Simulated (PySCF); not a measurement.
# dimethyl ether: calculation against experiment

**What was measured.**

NIST CCCBDB Release 22 (SRD 101), experimental polarizabilities lists, for the gas: mean polarisability 5.16 Å³.

The results are set against them at the end.

Species: dimethyl ether, C₂H₆O.
Numbering: `[CH3:1][O:2][CH3:3]` (hydrogens: H4, H5, H6 on C1; H7, H8, H9 on C3)

Geometry (GFN2-xTB, Å), atoms numbered from 1 in this order:
```
atom  x, y, z in Å
C1     1.1674    0.0556   -0.0372
O2    -0.0349    0.2563   -0.7330
C3    -1.1683   -0.0275    0.0448
H4     1.2714   -0.9880    0.2874
H5     1.2299    0.7046    0.8460
H6     1.9729    0.3024   -0.7256
H7    -1.1751   -1.0752    0.3728
H8    -2.0353    0.1604   -0.5850
H9    -1.2144    0.6174    0.9319
```

Runs made with PySCF (gas phase, on this GFN2-xTB geometry; no spin–orbit coupling):

| level | job | basis functions | wall time |
| --- | --- | --- | --- |
| CAM-B3LYP/def2-SVPD | 8 singlets by full TDDFT, 3 Tamm–Dancoff triplets, polarisability | 111 | 6.1 s |
| PBE0/def2-SVPD | 6 singlets by full TDDFT, 2 Tamm–Dancoff triplets, polarisability | 111 | 3.4 s |
| PBE0/STO-3G, energy threshold 1e-11 Eh, damping 0.1 at the start, DIIS from the seventh cycle | 6 singlets by TDA, 5 Tamm–Dancoff triplets, polarisability | 21 | 1.0 s |

Hardware: one thread of an Arm Neoverse V2, no GPU (shared host).

**Comparison with experiment**

**Mean polarisability.** Measured: 5.16 Å³ (NIST CCCBDB Release 22 (SRD 101), experimental polarizabilities).

```
              level  computed (Å³)  computed − measured (Å³)  % (from the printed values)
CAM-B3LYP/def2-SVPD           4.85                     -0.31                           -6
     PBE0/def2-SVPD           4.86                     -0.30                           -6
        PBE0/STO-3G           1.96                     -3.20                          -62
```

Closest is PBE0/def2-SVPD (-0.30 Å³), furthest PBE0/STO-3G (-3.20 Å³); one molecule doesn't rank methods. All 3 levels lie below the measurement. The computed values are static and purely electronic, with core orbitals frozen in the response (1 au = 0.148185 Å³). The table of measured values doesn't say here whether a value is static or optical, or holds a vibrational part.

No measured geometry was used, and the causes of the misses weren't examined.
